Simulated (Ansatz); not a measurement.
A relaxation, step by step

Si₂H₆O, singlet, PBE0-D4/def2-TZVP (Ansatz 0.2.0). Settings:

```yaml
hamiltonian: {xc: pbe0, dispersion: d4}
relax: {f_tol: 0.005, max_steps: 200}
```

Start, a step off a saddle point along its unstable mode:

```
atom    x (Å)    y (Å)    z (Å)
 Si1  -0.6720  -1.0578  -0.9543
  H2   0.7344  -0.9909  -1.3467
  O3   0.1869   0.2979  -0.6575
 Si4   0.6178   0.8996   0.7952
  H5  -1.8839  -0.7388  -1.7950
  H6  -1.2034  -1.6176   0.3481
  H7  -0.6256   1.3089   1.5227
  H8   1.5170   2.0380   0.5192
  H9   1.3288  -0.1391   1.5684
```

```csv
step,energy less the last (meV),largest force component (eV/Å)
1,2518.7,4.071
3,651.9,1.552
5,26.3,0.082
7,7.1,0.029
9,6.8,0.002
11 (rejected trial),7.1,0.075
13,6.6,0.017
15,6.5,0.029
17,6.2,0.026
19,5.2,0.032
21 (rejected trial),5.8,0.161
23,4.4,0.047
25,3.6,0.031
27,2.7,0.052
29,1.2,0.031
31,0.7,0.018
33,0.3,0.030
34,0.0,0.002
```

Step 3, positions (Å) and forces (eV/Å):

| atom | x | y | z | Fx | Fy | Fz |
| --- | --- | --- | --- | --- | --- | --- |
| Si1 | -0.650 | -0.975 | -0.949 | 1.038 | 0.786 | -0.044 |
| H2 | 0.688 | -1.348 | -1.507 | -0.738 | -1.552 | -0.452 |
| O3 | 0.088 | 0.471 | -0.604 | -0.964 | 0.314 | 0.182 |
| Si4 | 0.614 | 0.970 | 0.849 | -0.028 | 0.147 | 0.089 |
| H5 | -1.841 | -0.781 | -1.824 | 0.274 | -0.122 | -0.135 |
| H6 | -1.156 | -1.653 | 0.293 | 0.274 | -0.059 | -0.232 |
| H7 | -0.605 | 1.350 | 1.596 | 0.088 | 0.201 | 0.379 |
| H8 | 1.534 | 2.088 | 0.570 | 0.084 | 0.198 | 0.229 |
| H9 | 1.328 | -0.122 | 1.578 | -0.029 | 0.087 | -0.016 |

Step 29, positions (Å) and forces (eV/Å):

| atom | x | y | z | Fx | Fy | Fz |
| --- | --- | --- | --- | --- | --- | --- |
| Si1 | -0.673 | -1.010 | -0.995 | 0.002 | -0.017 | -0.005 |
| H2 | 0.410 | -1.991 | -1.266 | -0.003 | 0.007 | 0.000 |
| O3 | -0.045 | 0.351 | -0.344 | -0.018 | -0.021 | -0.023 |
| Si4 | 0.665 | 1.063 | 0.942 | 0.026 | 0.031 | 0.031 |
| H5 | -1.348 | -0.650 | -2.267 | 0.007 | -0.003 | 0.024 |
| H6 | -1.655 | -1.625 | -0.062 | 0.004 | 0.020 | -0.014 |
| H7 | -0.301 | 1.164 | 2.068 | 0.008 | -0.007 | -0.006 |
| H8 | 1.100 | 2.424 | 0.539 | -0.005 | -0.019 | 0.004 |
| H9 | 1.846 | 0.274 | 1.386 | -0.019 | 0.009 | -0.011 |

Step 33, positions (Å) and forces (eV/Å):

```csv
atom,x,y,z,Fx,Fy,Fz
Si1,-0.682,-1.011,-0.993,-0.024,-0.026,-0.004
H2,0.374,-2.042,-1.173,-0.013,0.018,0.003
O3,-0.043,0.340,-0.334,-0.001,0.002,-0.007
Si4,0.676,1.064,0.941,0.019,0.004,0.030
H5,-1.265,-0.657,-2.311,0.016,-0.004,0.021
H6,-1.748,-1.560,-0.111,0.024,0.016,-0.014
H7,-0.244,1.074,2.110,0.010,0.001,-0.020
H8,1.012,2.458,0.558,-0.008,-0.026,0.006
H9,1.920,0.335,1.314,-0.023,0.014,-0.015
```

Last step (34):

Si1  (-0.682, -1.008, -0.991)
H2  (0.374, -2.041, -1.158)
O3  (-0.044, 0.349, -0.343)
Si4  (0.676, 1.061, 0.938)
H5  (-1.257, -0.665, -2.314)
H6  (-1.750, -1.547, -0.108)
H7  (-0.242, 1.059, 2.108)
H8  (1.006, 2.458, 0.568)
H9  (1.921, 0.333, 1.300)
(Å)

Hardware: 2 CPU threads of an Intel Xeon 6975P-C, shared host. Wall time about 43 s.
